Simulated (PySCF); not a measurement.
Species: C₃H₆S.
Cartesian coordinates in Å at the PBE0-D3(BJ)/def2-SVP level; atoms count from 1:
```xyz
10
C3H6S angstrom
C      1.0697   -0.5930    0.3495
C      0.1679    0.4349   -0.2742
C     -1.2993    0.2409   -0.2929
S     -0.7520    1.5603    0.8204
H      0.5875   -1.0522    1.2252
H      1.3096   -1.3865   -0.3786
H      2.0160   -0.1408    0.6808
H      0.5883    0.9458   -1.1494
H     -1.7008   -0.6531    0.1976
H     -1.8622    0.5671   -1.1740
```

Method used: PySCF, TDDFT PBE0/def2-SVPD, vertical, gas phase, core orbitals frozen in the response.

Transition dipole moments from the ground state, in atomic units and in the frame of the coordinates above (overall signs are arbitrary), for the states with f of 0.002 or more among the lowest 8:

```
state  E (eV)      μx      μy      μz
   S2   6.140  -0.050  -0.002   0.235
   S3   6.275   0.140  -0.513   0.189
   S4   6.697  -0.010  -0.218  -0.430
   S5   7.001  -0.117   0.008   0.016
   S6   7.559   0.281  -0.303  -0.086
   S7   7.771   0.271  -0.169  -0.367
   S8   7.929   0.244   0.300   0.310
```

Problem. Work out the oscillator strengths.

Solution. f = (2/3) ΔE |μ|² with ΔE in hartree (27.2114 eV).

```
state  |μ|² (au)  |μ| (D)      f
   S2      0.058     0.61  0.009
   S3      0.319     1.44  0.049
   S4      0.233     1.23  0.038
   S5      0.014     0.30  0.002
   S6      0.178     1.07  0.033
   S7      0.237     1.24  0.045
   S8      0.246     1.26  0.048
```

Problem. Which bond between heavy atoms lies closest to the direction of the S3 transition dipole?

Solution. C1–C2, at 25° from it; next C2–S4 at 61°.

Problem. What angle do the transition dipoles of S6 and S7 make?

Solution. |cos θ| = |μa·μb| / (|μa| |μb|) = 0.77, so θ ≈ 39° (taken between 0 and 90°, since the signs are arbitrary).

All these states lie below the vertical ionisation energy of 8.80 eV (ΔSCF).

Without π bonds the low states may be Rydberg-like; a valence basis with one diffuse set may place them up to an eV too high.
